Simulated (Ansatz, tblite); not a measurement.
# The cluster GeTe₂: rung by rung

How do method and basis change the picture of the cluster GeTe₂ (singlet)?

Method: as each input shows; program: Ansatz 0.2.0, Gaussian basis.

The runs, in order: GFN1-xTB, GFN2-xTB, PBE-D4/def2-TZVP, r2SCAN-D4/def2-TZVP, PBE-QIDH/def2-TZVP, B97M-V/def2-TZVP, CAM-B3LYP-D4/def2-TZVP, BLYP-D4/def2-TZVP, r2SCAN0-D4/def2-TZVP, PBE-D4/def2-SVP, PBE0-D4/def2-SVP, PBE0-D4/def2-TZVPD, PBE-D4/def2-TZVPD, r2SCAN-D4/def2-TZVPD, CCSD(T)/def2-TZVPP, MP2/def2-TZVP, RPA/def2-TZVP.

3 further runs of the same task are left out: 3 set aside as unsound or not needed. Runs told in other sessions of the task aren't counted.

## Step 1: The structure

The geometry is that of the singlet, from an earlier relaxation (r2SCAN-D4/def2-TZVP). At that level it is the lowest of the isomers that a small search found.

3 atoms, charge 0, spin multiplicity 1.

Bond lengths: Ge1–Te2 2.561 Å, Ge1–Te3 2.561 Å, Te2–Te3 2.800 Å. Angles: Te2–Ge1–Te3 66.3°, Ge1–Te2–Te3 56.9°, Ge1–Te3–Te2 56.9°.

Te takes a core potential in the def2 sets. No spin-orbit coupling is included.

PBE0-D4/def2-TZVP was run before; its log isn't repeated, and its numbers join the tables.

## Step 2: GFN1-xTB

Tight binding, by tblite at 300 K electronic temperature and without a spin-polarisation term:

```python
tblite.interface.Calculator('GFN1-xTB', numbers, positions, charge=0, uhf=0).singlepoint()
```

Energy -252.6169 eV, HOMO -9.10 eV, LUMO -7.45 eV; 0.003 s.

## Step 3: GFN2-xTB

Tight binding, by tblite at 300 K electronic temperature and without a spin-polarisation term:

```python
tblite.interface.Calculator('GFN2-xTB', numbers, positions, charge=0, uhf=0).singlepoint()
```

Energy -222.5096 eV, HOMO -8.47 eV, LUMO -6.72 eV; 0.004 s.

## Step 4: PBE-D4/def2-TZVP

start.molden holds the orbitals of an earlier run on this state, given as this run's starting guess.

Contents of in.yaml:

```yaml
crystal:
  periodic: [false, false, false]
  atoms:
    - {symbol: Ge, position_ang: [-0.756560, -0.626845, 1.038223]}
    - {symbol: Te, position_ang: [-0.724541, 1.114717, -0.838959]}
    - {symbol: Te, position_ang: [1.481102, -0.487872, -0.199253]}
basis:
  gaussian: {orbitals: def2-TZVP, initial_orbitals: start.molden}
hamiltonian: {xc: pbe, dispersion: d4}
scf: {omitted_lower_state_checks: [starts]}
output: {orbitals: {seedname: orbitals}}
```

Command:

```console
$ ansatz run in.yaml --threads 4 --pin off --events-out ev --progress --plain --max-ram 3916MiB
```

After this run come: r2SCAN-D4/def2-TZVP; PBE-QIDH/def2-TZVP; B97M-V/def2-TZVP; CAM-B3LYP-D4/def2-TZVP; BLYP-D4/def2-TZVP; r2SCAN0-D4/def2-TZVP; PBE-D4/def2-SVP; PBE0-D4/def2-SVP; PBE0-D4/def2-TZVPD; PBE-D4/def2-TZVPD; r2SCAN-D4/def2-TZVPD; CCSD(T)/def2-TZVPP; MP2/def2-TZVP; RPA/def2-TZVP.

**Question.** What will the summary of the whole plan be? Wanted: gap in def2-TZVP, named functionals, smallest and largest; correlation energy, CCSD(T)/def2-TZVPP; correlation energy, MP2/def2-TZVP; binding an atom, CCSD(T)/def2-TZVPP; PBE0 total energy, smallest basis above largest.

As calculated:

```
                                                 quantity                                      value
gap in def2-TZVP, named functionals, smallest and largest  1.33 eV (BLYP-D4), 4.98 eV (CAM-B3LYP-D4)
                   correlation energy, CCSD(T)/def2-TZVPP                                  -30.56 eV
                        correlation energy, MP2/def2-TZVP                                  -31.14 eV
                      binding an atom, CCSD(T)/def2-TZVPP                                   2.121 eV
          PBE0 total energy, smallest basis above largest             7.72 eV (def2-SVP, def2-TZVPD)
```

Orbital gaps of the named functionals in def2-TZVP span 1.33 eV (BLYP-D4) to 4.98 eV (CAM-B3LYP-D4); exact exchange widens it. The functionals in def2-TZVP miss CCSD(T)/def2-TZVPP by -0.017 (CAM-B3LYP-D4) to +0.334 eV (PBE-D4) an atom. The reference is CCSD(T) in one finite basis, so it carries an error of its own, often a tenth of an eV or more, and near misses can't be ranked.
